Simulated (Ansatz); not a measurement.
# H3N: the cost of one run

Method: DFT PBE0, Gaussian basis aug-cc-pVTZ, and further levels as typed in the inputs, in Ansatz 0.2.0.

### 1 The system as given

Bond lengths: N1–H2 1.012 Å, N1–H3 1.012 Å, N1–H4 1.012 Å. Angles: H2–N1–H3 106.8°, H2–N1–H4 106.8°, H3–N1–H4 106.8°.

As a file:

```xyz
4

N     0.0000    0.0000    0.0000
H    -0.3791    0.0000    0.9383
H    -0.3791   -0.8126   -0.4692
H    -0.3791    0.8126   -0.4692
```

### 2 Relaxing the atoms: H3N

Input file input.yaml:

```yaml
relax:
  f_tol: 0.001
  max_steps: 200
crystal:
  periodic: [false, false, false]
  atoms:
    - { symbol: "N", position_ang: [0.0, 0.0, 0.0] }
    - { symbol: H, position_ang: [-0.379102, 0.0, 0.93831] }
    - { symbol: H, position_ang: [-0.379102, -0.8126, -0.469155] }
    - { symbol: H, position_ang: [-0.379102, 0.8126, -0.469155] }
basis:
  gaussian: { orbitals: aug-cc-pVTZ }
hamiltonian:
  xc: pbe0
```

Command:

```console
> ansatz run input.yaml --threads 4 --pin off --max-ram 6144MiB --backend cpu --events-out ev --progress --plain --runs-dir out
```

Q: Estimate wall time and peak memory on 4 threads of Arm Neoverse V1, shared host.

About 2 s, with a peak of 0.14 GiB.
